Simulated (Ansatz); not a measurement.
Ansatz (an electronic-structure program) input (wB97X/def2-TZVPD):

Ansatz 0.2 input:
```yaml
crystal:
  periodic: [false, false, false]
  atoms:
    - {symbol: N, position_ang: [0.00263079, 0.00150205, 0.36900491]}
    - {symbol: C, position_ang: [0.00339631, 1.38522928, -0.06543536]}
    - {symbol: C, position_ang: [1.19749666, -0.69632477, -0.06547556]}
    - {symbol: C, position_ang: [-1.20217131, -0.68963439, -0.04839455]}
    - {symbol: H, position_ang: [-0.00415039, 1.48850833, -1.16610490]}
    - {symbol: H, position_ang: [0.89147566, 1.89250279, 0.31476132]}
    - {symbol: H, position_ang: [-0.87633860, 1.89743154, 0.32734475]}
    - {symbol: H, position_ang: [1.28282323, -0.75494226, -1.16614821]}
    - {symbol: H, position_ang: [1.19556909, -1.71431502, 0.32727501]}
    - {symbol: H, position_ang: [2.08370014, -0.18578123, 0.31472119]}
    - {symbol: H, position_ang: [-1.30348316, -0.74773152, -1.14773870]}
    - {symbol: H, position_ang: [-2.08001233, -0.17417261, 0.34435879]}
    - {symbol: H, position_ang: [-1.20032911, -1.70763515, 0.34432918]}
basis:
  gaussian:
    orbitals: def2-TZVPD
hamiltonian:
  xc: {name: wB97X}
```

Output:

```
Functional definition: wB97X
integrals: 0.17 GiB planned
1160 factors; their error is unknown
integrals: 0.20 GiB planned
503 factors; integrals over basis functions are off by at most 1.7e-6 eV
mean field: 1.69 GiB planned
mean field evaluation 1: about -4743.8505 eV, gradient 4.3e1 eV
mean field evaluation 2: about -4745.5166 eV, gradient 3.5e1 eV
mean field evaluation 4: about -4748.1349 eV, gradient 1.8e0 eV
mean field evaluation 8: about -4748.1428 eV, gradient 7.3e-2 eV
mean field evaluation 16: about -4748.1060 eV, gradient 8.7e-5 eV
mean field -4748.10599877 eV, -174.4896770730 hartree, gradient 2.9e-5 eV, S^2 0.000000; 0 other end points of the search recorded, 0 dependent functions left out
reference -4748.10596074 eV, -174.4896756753 hartree; 17, 17 occupied and 212, 212 virtual orbitals, 1160 factors
Total energy: -4748.10596074 eV, -174.4896756753 hartree
```
